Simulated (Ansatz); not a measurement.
C4H7NO can be A, `C#CCNCO`, or B, `CC1C=NCO1`.

Program: Ansatz. Geometries: PBE0-D4/def2-TZVP. ΔE: electronic, gas phase. CBS: MP2 limit from def2 TZ/QZ plus the TZ coupled-cluster correction, frozen cores. Functionals use def2-TZVPP. B3LYP here is the variant with VWN-RPA as its local correlation; programs differ in this. Each species was taken in one conformer, which may not be the lowest.

A:

```xyz
13

C     1.8667    1.9337    0.2438
C     1.1210    1.1072    0.6941
C     0.1770    0.1073    1.1982
N    -0.9004   -0.2371    0.2901
C    -0.4654   -0.8362   -0.9503
O    -1.5627   -1.3502   -1.6457
H     2.5334    2.6646   -0.1490
H     0.7258   -0.8077    1.4462
H    -0.2584    0.4678    2.1345
H    -1.4610    0.5834    0.0885
H     0.0203   -0.1333   -1.6387
H     0.2668   -1.6162   -0.6925
H    -2.0630   -1.8834   -1.0191
```

B:

Z-matrix (Å, degrees):
```
C
C 1 1.516
H 1 1.093 2 110.6
H 1 1.091 2 110.0 3 119.5
H 1 1.092 2 110.6 3 -120.6
C 2 1.501 1 114.4 3 66.3
O 2 1.415 1 111.4 3 -178.9
H 2 1.102 1 109.2 3 -57.4
N 6 1.263 2 114.2 1 122.3
H 6 1.087 2 123.8 1 -57.6
C 7 1.420 2 108.3 1 -126.3
H 11 1.096 7 109.8 2 125.1
H 11 1.098 7 110.4 2 -115.2
```

Q: Which is lower in electronic energy at CCSD(T)/CBS, and by how much? (An estimate is asked.)

A: Ansatz gave: B, by 141.4 kJ/mol.

Q: Give E(B) − E(A) in kJ/mol with CCSD/def2-TZVPP, B3LYP, HF/def2-TZVPP, CCSD(T)/def2-TZVPP, B3LYP-D4, B2PLYP, MP2/def2-TZVPP. (An estimate is asked.)

A: The calculation gave: CCSD/def2-TZVPP -145.7, B3LYP -141.0, HF/def2-TZVPP -144.2, CCSD(T)/def2-TZVPP -146.9, B3LYP-D4 -145.3, B2PLYP -140.1, MP2/def2-TZVPP -139.3. None reverses the order clearly.

Largest T1 diagnostic: 0.012.

From PBE to PBE0 (25 % exact exchange), in def2-TZVPP and without D4, E(B) − E(A) moves by −6.6 kJ/mol. The D4 term adds −4.3 kJ/mol with B3LYP and −2.0 kJ/mol with PBE0; it sums over pairs of atoms, weighted by their polarisabilities, and B3LYP, whose exchange is more repulsive, gets the larger term.
